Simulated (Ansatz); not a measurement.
A made-up structure of SiNH$_{3}$, closed shell:

```
5
angstrom
N 0.5896 -0.7493 0.7081
Si -0.0552 0.3773 -0.2147
H 0.1220 -1.6336 0.8610
H -1.3432 0.3638 -0.9642
H 0.9120 -0.7075 1.6749
```

It is relaxed with PBE-D4/def2-SVP and then PBE0-D4/def2-TZVP (Ansatz 0.2.0). Atoms count as bonded within 1.22 times the sum of their covalent radii (H–H: 0.88 Å). The end point is not checked to be a true minimum.

(1) Does its bonding change? (Judge from chemistry; the calculation decides.)

Results:

(1) By the calculation: No: no bond forms or breaks.

Where it ends: The first stage lowers the energy by 1.84 eV in 8 steps. It ends as SiNH₃ ([NH2][SiH]):
| atom | x (Å) | y (Å) | z (Å) |
| --- | --- | --- | --- |
| N1 | 0.3630 | -0.7146 | 0.8091 |
| Si2 | 0.0026 | 0.6807 | -0.1059 |
| H3 | -0.1058 | -1.6048 | 0.7486 |
| H4 | -1.1369 | 0.0114 | -0.8812 |
| H5 | 1.1023 | -0.7220 | 1.4946 |

Labels in which every atom is bracketed show which atoms are joined, not bond orders.

For scale, one of the runs: PBE0-D4/def2-TZVP relaxation, 86 basis functions, launched by `ansatz run in.yaml --threads 2 --pin off --events-out ev --progress --plain --max-ram 4352MiB`. Hardware: 2 CPU threads of an Arm Neoverse V2, shared host. Wall time about 4.7 s.
